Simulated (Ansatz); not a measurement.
Structure relaxation of Na₂Sc

Level of theory: DFT PBE, scalar-relativistic, plane waves, PAW in Ansatz. Cutoff 420 eV, Γ-centred k mesh, Gaussian smearing, no spin polarisation in the final step.

Na₂Sc was placed on the sites of a reported TbCd2 cell (P6/mmm, No. 191), with Sc in place of Tb, Na in place of Cd, at a guessed volume.

```
CELL_PARAMETERS angstrom
4.51923 0.00000 0.00000
-2.25961 3.91377 0.00000
0.00000 0.00000 3.17866
ATOMIC_POSITIONS crystal
Na 0.33333 0.66667 0.50000
Na 0.66667 0.33333 0.50000
Sc 0.00000 0.00000 0.00000
```

Cell and atoms relax at zero pressure; the relaxation can't lower the symmetry of the start. After a coarse first stage the cell is made exact in the group found at 0.06 Å.

Energies over the elements count from the elements' standard structures at the same level, with no empirical corrections.

Problem. What does it relax into?

Solution. It keeps P6/mmm (No. 191). Conventional cell: a = 5.720 Å, c = 3.227 Å. Na has 5 Na at 3.23–3.30 Å and 6 Sc at 3.68 Å; Sc has 2 Sc at 3.23 Å and 12 Na at 3.68 Å.

Space group P6/mmm (No. 191). a = 5.720 Å, b = 5.720 Å, c = 3.227 Å, α = 90.00°, β = 90.00°, γ = 120.00°
| atom | site | symmetry | x | y | z |
| --- | --- | --- | --- | --- | --- |
| Na | 2d | -6m2 | 0.3333 | 0.6667 | 0.5000 |
| Sc | 1a | 6/mmm | 0.0000 | 0.0000 | 0.0000 |

Problem. What are its volume, energy, density and gap?

Solution. The volume per atom is 30.47 Å³. The density is 1.65 g/cm³ and the energy over the elements is 0.42 eV/atom. The gap on the 12×12×14 mesh is 0 eV (a metal).

The final run used a 12×12×14 mesh on its 3-atom cell and 0.10 eV smearing. The k mesh leaves about 4 meV/atom of noise in metals. Symmetry constrained the relaxation, so the result can be a saddle point.

Cost: 3 runs of about 1.3 core-minutes in all, on Arm Neoverse V2 (shared hosts).